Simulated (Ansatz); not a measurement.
**BHO (singlet): wave-function methods side by side at scale of all distances = 0.889, 6-31G**

An exercise on one series of results from a longer session: the logs are not shown, and one member is left open.

The runs use Ansatz 0.2.0, Gaussian basis; 6-31G, core rule «outside noble gas», up to 2 orbitals frozen.

Plan: UHF; CCSD(T) on RHF; BCCD(T) on RHF; CISD; CCSDT(Q) on RHF; CISDTQ; CCSDTQ on RHF; CASSCF and MRCISD+Q, 2 electrons in 2 orbitals; CASSCF and NEVPT2, 2 electrons in 2 orbitals; Full CI.

20 further runs of the same task are left out: 2 for a mislabelled method, 4 for a known fault of the program, 10 that didn't finish, 4 set aside as unsound or not needed.

## The geometry

The geometry derives from a PBE0/def2-TZVP stationary point (not a proven minimum). All distances are scaled together.

3 atoms, charge 0, spin multiplicity 1.

Atoms are counted from 1 here; the program's logs count them from 0.

Bond lengths: B1–O2 1.065 Å, B1–H3 1.043 Å. Angles: O2–B1–H3 180.0°.

Set-up of the first run:

The input, in.yaml:

```yaml
crystal:
  periodic: [false, false, false]
  atoms:
    - {symbol: B, position_ang: [0.000000, 0.000000, 0.007484]}
    - {symbol: O, position_ang: [0.000000, 0.000000, -1.057504]}
    - {symbol: H, position_ang: [0.000000, 0.000000, 1.050020]}
basis:
  gaussian: {orbitals: 6-31G}
magnetization: {spin_polarized: true, initial_magnetization: 0}
hamiltonian: {xc: hf}
output: {orbitals: {seedname: orbitals}}
```

Launch:

```sh
$ ansatz run in.yaml --threads 1 --pin off --events-out ev --progress --plain --max-ram 2393MiB
```

Steps of the session up to this table: UHF; CCSD(T) on RHF; BCCD(T) on RHF; CISD; CCSDT(Q) on RHF; CISDTQ; CCSDTQ on RHF; CASSCF and MRCISD+Q, 2 electrons in 2 orbitals; CASSCF and NEVPT2, 2 electrons in 2 orbitals; Full CI.

One table of the session follows, with a row left open; its other results are not shown here.

| method | from FCI (meV) |
| --- | --- |
| RHF | +5006.4 |
| RMP2 | +249.6 |
| CISD | +404.7 |
| RCCSD | ? |
| RCCSD(T) | +24.0 |
| BCCD(T) | +22.6 |
| RCCSDT | +12.7 |
| CISDTQ | +19.5 |
| RCCSDT(Q) | -1.9 |
| RCCSDTQ | +0.5 |
| CASSCF pair | +4448.3 |
| NEVPT2 pair | +200.1 |
| MRCISD pair | +327.3 |
| MRCISD+Q pair | +84.3 |
| FCI | 0 |

Q: Estimate the row for RCCSD from the others.

The run gave: from FCI (meV): +147.9. In the column «from FCI (meV)» it lies between MRCISD+Q pair (+84.3) and NEVPT2 pair (+200.1).
